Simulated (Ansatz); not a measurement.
Born–Oppenheimer molecular dynamics of AlH₅OSi (8 atoms, charge 0, multiplicity 1). It starts from a relaxed structure.

The calculation used RKS PBE0-D4/def2-SVP (Ansatz 0.2.0).

```json
{
 "ensemble": "NVT, Langevin thermostat",
 "time step": "0.5 fs",
 "steps asked": "100",
 "set temperature": "500 K",
 "friction": "0.005 /fs",
 "seed": "496225"
}
```

First frame:

```xyz
8
Properties=species:S:1:pos:R:3
Al -0.136 0.074 0.077
H 0.002 0.439 1.611
O 1.156 -0.739 -0.670
Si 2.417 -1.536 -1.367
H 1.915 -2.672 -2.199
H 3.191 -0.605 -2.244
H 3.336 -2.083 -0.322
H -1.404 0.420 -0.805
```

Task: How far do the bonds stretch over the last three quarters of this one trajectory? (Pairs bonded in most of those frames.)

Result: 
```json
{"bond": "Al1–H2", "mean (Å)": "1.596", "spread (Å)": "0.049", "shortest": "1.52", "longest": "1.67"}
{"bond": "Al1–O3", "mean (Å)": "1.691", "spread (Å)": "0.015", "shortest": "1.67", "longest": "1.72"}
{"bond": "Al1–H8", "mean (Å)": "1.583", "spread (Å)": "0.018", "shortest": "1.55", "longest": "1.61"}
{"bond": "O3–Si4", "mean (Å)": "1.640", "spread (Å)": "0.014", "shortest": "1.62", "longest": "1.68"}
{"bond": "Si4–H5", "mean (Å)": "1.498", "spread (Å)": "0.027", "shortest": "1.46", "longest": "1.54"}
{"bond": "Si4–H6", "mean (Å)": "1.500", "spread (Å)": "0.037", "shortest": "1.44", "longest": "1.56"}
{"bond": "Si4–H7", "mean (Å)": "1.497", "spread (Å)": "0.006", "shortest": "1.49", "longest": "1.51"}
```

Mean temperature of the second half: 287 K. The mean temperature of the second half is 43 % below the set value. A run of 0.05 ps of so small a system gives no equilibrium averages.

Run time: 3.1 min on 1 thread of Arm Neoverse V2 (shared host), peak memory 0.13 GiB.
